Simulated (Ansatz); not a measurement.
in.yaml

```yaml
crystal:
  periodic: [false, false, false]
  atoms:
    - {symbol: Ga, position_ang: [0.000000, 0.000000, 3.515790]}
    - {symbol: Be, position_ang: [0.000000, 0.000000, -1.078210]}
    - {symbol: H, position_ang: [0.000000, 0.000000, -2.437580]}
basis:
  gaussian: {orbitals: cc-pVDZ}
correlation: {method: fic_mrcisd_q, electrons: outside_noble_gas, active_space: {window: {electrons: 2, orbitals: 2}}}
```

```sh
$ ansatz run in.yaml --threads 1 --pin off --events-out ev --progress --plain --max-ram 2393MiB
```

Output:

```
498 factors; integrals over basis functions are off by at most 9.1e-4 eV
mean field evaluation 1: about -52741.7196 eV, gradient 1.1e1 eV
mean field evaluation 2: about -52741.7738 eV, gradient 1.1e1 eV
mean field evaluation 4: about -52743.7155 eV, gradient 1.7e0 eV
mean field evaluation 8: about -52743.7555 eV, gradient 8.0e-4 eV
mean field evaluation 16: about -52741.2268 eV, gradient 2.3e0 eV
mean field -52743.75546067 eV, -1938.2972621783 hartree, gradient 8.1e-7 eV, S^2 0.000000; 1 other end points of the search recorded, 0 dependent functions left out; unrestricted orbitals would lower it
reference -52743.75546067 eV, -1938.2972621783 hartree; 18, 18 occupied and 28, 28 virtual orbitals, 498 factors
state -52745.04951971 eV, -1938.3448179707 hartree
contracted CI cycle   1: correlation 0.00000000 eV, 0.0000000000 hartree, residual 9.05e0 eV
contracted CI cycle   2: correlation -2.16951233 eV, -0.0797281078 hartree, residual 1.47e0 eV
contracted CI cycle   3: correlation -2.23529568 eV, -0.0821456011 hartree, residual 4.07e-1 eV
contracted CI cycle   4: correlation -2.24144075 eV, -0.0823714284 hartree, residual 1.79e-1 eV
contracted CI cycle   5: correlation -2.24267131 eV, -0.0824166505 hartree, residual 7.19e-2 eV
contracted CI cycle   6: correlation -2.24289912 eV, -0.0824250225 hartree, residual 3.34e-2 eV
contracted CI cycle   7: correlation -2.24294246 eV, -0.0824266153 hartree, residual 1.21e-2 eV
contracted CI cycle   8: correlation -2.24294873 eV, -0.0824268456 hartree, residual 7.00e-3 eV
contracted CI cycle   9: correlation -2.24295133 eV, -0.0824269410 hartree, residual 4.11e-3 eV
contracted CI cycle  10: correlation -2.24295190 eV, -0.0824269621 hartree, residual 1.55e-3 eV
contracted CI cycle  11: correlation -2.24295196 eV, -0.0824269644 hartree, residual 5.17e-4 eV
state -52745.04951971 eV, -1938.3448179707 hartree; corrected -52747.48364467 eV, -1938.4342704131 hartree
Total energy: -52747.48364467 eV, -1938.4342704131 hartree
```

Natural occupations: 1.5192 0.4808.

For the same geometry and basis full CI lies 46.7 meV higher.

Ran on 1 thread of Arm Neoverse V1, shared host: 1.8 s wall, 0.09 GiB peak host memory.
